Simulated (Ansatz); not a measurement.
**YNb: from a trial structure to a relaxed crystal**

Level of theory: DFT PBE, scalar-relativistic, plane waves, PAW in Ansatz. Cutoff 420 eV, Γ-centred k mesh, Gaussian smearing, no spin polarisation in the final step.

A relaxed cell is given with its space group left out.

```
CELL_PARAMETERS angstrom
0.00000 3.17677 3.17677
3.17677 0.00000 3.17677
3.17677 3.17677 0.00000
ATOMIC_POSITIONS crystal
Y 0.00000 0.00000 0.00000
Nb 0.75000 0.75000 0.75000
```

Energies over the elements count from the elements' standard structures at the same level, with no empirical corrections.

Problem. What space group does it have?

Solution. F-43m (No. 216). Conventional cell: a = 6.354 Å. Y is coordinated by 4 Nb at 2.75 Å; around Nb lie 4 Y at 2.75 Å.

Problem. What is its formation energy per atom?

Solution. 2.70 eV/atom.

Problem. Is it a metal?

Solution. Yes, bands cross the Fermi level on the 16×16×16 mesh.

The final run used a 16×16×16 mesh on its 2-atom cell and 0.10 eV smearing. The k mesh leaves about 4 meV/atom of noise in metals. The cell came from a trial start, so YNb may not exist in this structure.

Cost: 3 runs of about 1.1 core-minutes in all, on AMD EPYC 7R43 (Zen 3) (shared hosts).